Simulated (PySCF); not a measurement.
C₂H₄O₂, SMILES O(C=O)C.

Geometry: ωB97X-D3(BJ)/def2-SVP. One conformer was computed; it need not be the lowest.

Method: TDDFT-M06-2X/def2-SVPD run with PySCF 2.14.0.

Vertical excitations.  State labels are in the subgroup Cs.

Computed excitation energies, oscillator strengths and character:
```json
[
 {"state": "S1", "symmetry": "A\"", "energy (eV)": "5.64", "λ (nm)": "220", "f": "0.002", "main pairs": "HOMO→LUMO+1 96 %"},
 {"state": "S2", "symmetry": "A'", "energy (eV)": "8.20", "λ (nm)": "151", "f": "0.101", "main pairs": "HOMO−1→LUMO+1 82 %"},
 {"state": "S3", "symmetry": "A'", "energy (eV)": "8.63", "λ (nm)": "144", "f": "0.053", "main pairs": "HOMO→LUMO 74 %"},
 {"state": "S4", "symmetry": "A\"", "energy (eV)": "8.71", "λ (nm)": "142", "f": "0.000", "main pairs": "HOMO−2→LUMO+1 81 %, HOMO−4→LUMO+1 14 %"},
 {"state": "S5", "symmetry": "A\"", "energy (eV)": "8.88", "λ (nm)": "140", "f": "0.019", "main pairs": "HOMO−1→LUMO 92 %"},
 {"state": "S6", "symmetry": "A'", "energy (eV)": "9.36", "λ (nm)": "132", "f": "0.068", "main pairs": "HOMO→LUMO+2 81 %"},
 {"state": "S7", "symmetry": "A\"", "energy (eV)": "9.61", "λ (nm)": "129", "f": "0.020", "main pairs": "HOMO−1→LUMO+2 68 %, HOMO−1→LUMO+3 13 %, HOMO−1→LUMO+4 10 %"},
 {"state": "S8", "symmetry": "A\"", "energy (eV)": "9.85", "λ (nm)": "126", "f": "0.000", "main pairs": "HOMO−1→LUMO+4 53 %, HOMO−1→LUMO+2 24 %, HOMO−1→LUMO+3 10 %"},
 {"state": "S9", "symmetry": "A'", "energy (eV)": "9.93", "λ (nm)": "125", "f": "0.006", "main pairs": "HOMO→LUMO+3 69 %"},
 {"state": "S10", "symmetry": "A\"", "energy (eV)": "10.01", "λ (nm)": "124", "f": "0.005", "main pairs": "HOMO→LUMO+5 90 %"},
 {"state": "T1", "symmetry": "A\"", "energy (eV)": "5.25", "λ (nm)": "236", "f": "0", "main pairs": "HOMO→LUMO+1 95 %"},
 {"state": "T2", "symmetry": "A'", "energy (eV)": "6.14", "λ (nm)": "202", "f": "0", "main pairs": "HOMO−1→LUMO+1 84 %"},
 {"state": "T3", "symmetry": "A\"", "energy (eV)": "8.30", "λ (nm)": "149", "f": "0", "main pairs": "HOMO−2→LUMO+1 73 %, HOMO−4→LUMO+1 19 %"},
 {"state": "T4", "symmetry": "A'", "energy (eV)": "8.49", "λ (nm)": "146", "f": "0", "main pairs": "HOMO→LUMO 82 %"}
]
```
Triplets are in the Tamm–Dancoff approximation, which puts them higher than full response would, so one can lie above its singlet here.
